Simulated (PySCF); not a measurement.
## Broadened absorption spectrum of C5H6O

Species: C5H6O.
Cartesian coordinates in Å at the GFN2-xTB level; atoms count from 1:
```xyz
12
C5H6O angstrom
C      3.0201    0.3667    0.0024
C      1.8430    0.4241    0.2330
C      0.4349    0.5163    0.5345
O     -0.0005    1.2301    1.4027
C     -0.4090   -0.3739   -0.3532
C     -1.8906   -0.2673   -0.0229
H      4.0477    0.3062   -0.2098
H     -0.0543   -1.4017   -0.2321
H     -0.2184   -0.0887   -1.3918
H     -2.2306    0.7578   -0.1481
H     -2.0672   -0.5574    1.0099
H     -2.4739   -0.9131   -0.6741
```

Level of theory: TDDFT wB97X-D/def2-SVPD, vertical, gas phase, core orbitals frozen in the response (PySCF).

Each state is given a Gaussian of 0.4 eV full width at half maximum, with ε(max) = 2.175×10⁸ f / Δν̃ (Δν̃ the width in cm⁻¹). The width is an assumption, not a result. The curve ends short of the highest state used, and states not computed would add to its high-energy end.

```tsv
E (eV)	ε (L mol⁻¹ cm⁻¹)
3.51	0
3.65	0
3.79	1
3.93	3
4.07	5
4.21	4
4.35	2
4.49	0
4.63	0
4.77	0
4.91	0
5.04	0
5.18	1
5.32	1
5.46	21
5.60	243
5.74	1426
5.88	4245
6.02	6405
6.16	4900
6.30	1901
6.44	374
6.58	37
6.72	2
6.86	0
6.99	3
7.13	33
7.27	199
7.41	705
7.55	1654
```

**Question.** Locate the maxima and give the states behind the curve.

**Answer.** 205 nm (6.03 eV), ε about 6400, made up of S3 (100%) (ε in L mol⁻¹ cm⁻¹; maxima over ε = 5, shares over 10%). At its high-energy end, 7.55 eV, the curve is still rising (ε about 1700, from S5 and S6). The states used: S1 4.11 eV (f 0.0001); S2 5.17 eV (f 0.0000); S3 6.03 eV (f 0.095); S4 7.17 eV (f 0.0000); S5 7.57 eV (f 0.013); S6 7.83 eV (f 0.047); S7 7.97 eV (f 0.0000); S8 8.15 eV (f 0.028).

**Question.** Coming from long wavelengths, where does ε first pass 100 L mol⁻¹ cm⁻¹?

**Answer.** At about 224 nm (5.55 eV), 1.43 eV above S1.

**Question.** What would ε be at 6.03 eV, the highest of these maxima, with half the width (0.2 eV)?

**Answer.** About 12800 L mol⁻¹ cm⁻¹ against 6430, a factor of about 2.00; a lone state at its own centre would give exactly 2.

**Question.** On this curve, what absorbance would a 10⁻⁵ mol/L sample give at 308 nm over a 1 cm path?

**Answer.** 308 nm is 4.025 eV, where ε is about 4.1 L mol⁻¹ cm⁻¹, so A = ε c l ≈ 4.1e-05 (Beer–Lambert, with the gas-phase spectrum and the assumed width).

Time: 19 s. Hardware: one thread, Arm Neoverse V1 (shared host).

One conformer stands for the species.
